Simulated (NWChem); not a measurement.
Species: hydrogen peroxide (H2O2); SMILES OO

Results from NWChem. The geometry was optimised at B3LYP/6-31G* (spherical d). Computed dipoles belong to the equilibrium geometry; the measured one is vibrationally averaged.

Measured dipole moment: 1.77 D (NIST CCCBDB, as tabulated in the package chemicals).

### Question
Which of these levels lies farthest from the measured value, and how do the others fare: TPSS/STO-3G; TPSS/pcseg-1; TPSS/aug-pcseg-1; TPSS/def2-SVP; TPSS/pcseg-2?

### Answer
TPSS/STO-3G.
| level | dipole moment (D) | computed − measured |
|---|---|---|
| TPSS/pcseg-1 | 1.78 | +0.01 |
| TPSS/aug-pcseg-1 | 1.58 | -0.19 |
| TPSS/pcseg-2 | 1.69 | -0.08 |
| TPSS/STO-3G | 1.36 | -0.41 |
| TPSS/def2-SVP | 1.75 | -0.02 |
